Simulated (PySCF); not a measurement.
CH2O, SMILES C=O. Coordinates come from a r2SCAN-D4/def2-TZVPD optimisation.

Question: Give the equilibrium geometry at r2SCAN-D4/def2-TZVPD (PySCF confirms it by a frequency run) as a Z-matrix, and its point group. (The exact figures need the calculation; the answer reports its results.)

Answer: point group C2v.
```
C
O 1 1.1999
H 1 1.1108 2 121.99
H 1 1.1108 3 116.02 2 180.00
```
Charge 0, spin multiplicity 1.
